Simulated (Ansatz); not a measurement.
Method: frozen-core CCSD(T)/def2-TZVPP // TPSSh-D3(BJ)/def2-TZVP in Ansatz (a first-principles code).

Ansatz 0.2 input:
```yaml
crystal:
  periodic: [false, false, false]
  atoms:
    - { symbol: C, position_ang: [1.157437, -0.018102, -0.000004] }
    - { symbol: C, position_ang: [-0.045961, 0.004774, 0.0] }
    - { symbol: H, position_ang: [-1.111559, 0.013252, 0.000004] }
basis:
  gaussian: { orbitals: def2-TZVPP }
correlation:
  method: ccsd_t
magnetization:
  spin_polarized: true
  initial_magnetization: 1
```

Output:

```
Functional definition: HF
463 factors; integrals over basis functions are off by at most 1.2e-3 eV
mean field evaluation 1: about -2070.7899 eV, gradient 1.6e1 eV
mean field evaluation 2: about -2070.7973 eV, gradient 1.6e1 eV
mean field evaluation 4: about -2072.5410 eV, gradient 3.4e0 eV
mean field evaluation 8: about -2072.8784 eV, gradient 8.8e-1 eV
mean field evaluation 16: about -2072.9649 eV, gradient 2.4e-6 eV
mean field evaluation 32: about -2072.4996 eV, gradient 7.9e-5 eV
mean field evaluation 64: about -2072.5097 eV, gradient 7.4e-1 eV
mean field evaluation 96: about -2072.4950 eV, gradient 1.5e0 eV
mean field evaluation 128: about -2072.4996 eV, gradient 1.9e-4 eV
mean field evaluation 160: about -2072.4996 eV, gradient 2.5e-2 eV
mean field evaluation 192: about -2072.5302 eV, gradient 2.6e0 eV
mean field evaluation 224: about -2072.4995 eV, gradient 4.6e-3 eV
mean field -2072.96491145 eV, -76.1800553897 hartree, gradient 2.4e-6 eV, S^2 1.119636; 9 other end points of the search recorded, 0 dependent functions left out
determinant -2072.96491145 eV, -76.1800553897 hartree, with singles and doubles -2080.45587633 eV, -76.4553432716 hartree
determinant -2072.51513681 eV, -76.1635264765 hartree, with singles and doubles -2079.94088643 eV, -76.4364177417 hartree
determinant -2072.49959622 eV, -76.1629553705 hartree, with singles and doubles -2079.87631310 eV, -76.4340447155 hartree
determinant -2072.49946051 eV, -76.1629503833 hartree, with singles and doubles -2079.87582818 eV, -76.4340268950 hartree
determinant -2072.44717419 eV, -76.1610288965 hartree, with singles and doubles -2080.28344287 eV, -76.4490064589 hartree
determinant -2072.96491145 eV, -76.1800553897 hartree, with singles and doubles -2080.43073372 eV, -76.4544192975 hartree
determinant -2072.51513681 eV, -76.1635264765 hartree, with singles and doubles -2079.78463446 eV, -76.4306755879 hartree
determinant -2072.44717419 eV, -76.1610288965 hartree, with singles and doubles -2080.41089140 eV, -76.4536901058 hartree
2 core orbitals not correlated
reference -2072.96491145 eV, -76.1800553897 hartree; 5, 4 occupied and 69, 70 virtual orbitals, 463 factors
second order -6.54796569 eV of doubles, -0.00000000 eV of singles
cycle   1  -7.46582593 eV  change   -3.7e-6 eV  update   2.6e-6
perturbative correction -0.39545931 eV, -0.0145328616 hartree
Total energy: -2080.82619669 eV, -76.4689522937 hartree
```

Cost: very roughly 30 core-seconds.
